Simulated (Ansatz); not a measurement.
# Isomers

Structures of C$_{2}$H$_{3}$N, singlet, relaxed at PBE0-D4/def2-TZVP (vibrations not checked; lower isomers may exist, and structures with a doubtful reference or unclear bonds are left out). Ansatz 0.2.0; basis: def2-TZVPP; cores frozen in the correlated methods. B3LYP uses VWN-RPA correlation.

Rank them by CCSD(T) energy, lowest first, and give each one's height above the lowest. Links in brackets join atoms within 1.22 times the sum of their covalent radii (1.1 for two metals). (Judge from chemistry; the value comes from the calculation.)
A.
C₂H₃N (C1=NC1)
```
6
angstrom
C -0.5846 -0.5076 -0.2787
N 0.4204 -1.0709 0.1945
C 0.3841 0.4557 0.1836
H -1.5334 -0.7695 -0.7287
H 1.0505 0.9495 -0.5176
H 0.2630 0.9427 1.1468
```
B.
C₂H₃N ([C]1[CH2][NH]1)
```
6
angstrom
C -0.8024 0.0186 -0.1637
C 0.6530 0.2340 -0.7043
N 0.2122 -0.0781 0.6065
H 1.1132 -0.5559 -1.2892
H 0.9906 1.2464 -0.9012
H 0.4907 -0.2643 1.5584
```
C.
C₂H₃N ([C][N][CH3])
```
6
angstrom
C -0.7086 -1.3444 -0.4384
N -0.0912 -0.4032 -0.1417
C 0.6563 0.7366 0.2171
H 0.3009 1.6040 -0.3408
H 1.7110 0.5751 -0.0096
H 0.5472 0.9308 1.2849
```

The calculation gives: C (0.000 eV), A (1.047 eV), B (2.334 eV). Heights count from the lowest.

Do PBE-D4, r2SCAN-D4, PBE0-D4, B3LYP-D4, wB97M-V, HF, MP2 give the same order? (Judge from chemistry; the calculation decides.)

Computed: All do.

T1 diagnostic: at most 0.016.

For scale, one of the runs: CCSD(T)/def2-TZVPP, 135 basis functions, launched by `ansatz run in.yaml --threads 2 --pin off --events-out ev --progress --plain --max-ram 4352MiB`. Time: 6.5 s of wall clock on 2 CPU threads of an AMD EPYC 7B13; the host was shared. Peak host memory: 0.75 GiB.
